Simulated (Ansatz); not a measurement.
Input file:

```yaml
crystal:
  periodic: [false, false, false]
  atoms:
    - {symbol: Mo, position_ang: [0.000000, 0.000000, 0.000000]}
    - {symbol: H, position_ang: [0.000000, 0.000000, 1.462000]}
basis:
  gaussian: {orbitals: def2-TZVP}
total_charge: 1
magnetization: {spin_polarized: true, initial_magnetization: 4}
hamiltonian: {xc: {name: wB97X-V}}
```

```sh
$ ansatz run in.yaml --threads 1 --pin off --events-out ev --progress --plain --max-ram 2393MiB
```

Log:

```
      + integral(e_c_pw_opposite_spin*poly(b97_u_opposite, cos0, cos1)) + vv10(b, c)
384 factors; their error is unknown
105 factors; integrals over basis functions are off by at most 5.5e-5 eV
mean field evaluation 1: about -1857.3104 eV, gradient 2.0e1 eV
mean field evaluation 2: about -1858.4766 eV, gradient 1.0e1 eV
mean field evaluation 4: about -1858.8457 eV, gradient 3.0e-1 eV
mean field evaluation 8: about -1858.8993 eV, gradient 1.8e-1 eV
mean field evaluation 16: about -1858.8996 eV, gradient 1.2e-4 eV
mean field evaluation 32: about -1859.3828 eV, gradient 4.2e0 eV
mean field -1859.99127380 eV, -68.3534185649 hartree, gradient 8.7e-6 eV, S^2 6.012743; 3 other end points of the search recorded, 0 dependent functions left out
reference -1859.99127391 eV, -68.3534185687 hartree; 9, 5 occupied and 37, 41 virtual orbitals, 384 factors
Total energy: -1859.99127391 eV, -68.3534185687 hartree
```

Ran on 1 thread of Arm Neoverse V1, shared host: 14 s wall, 0.18 GiB peak host memory.
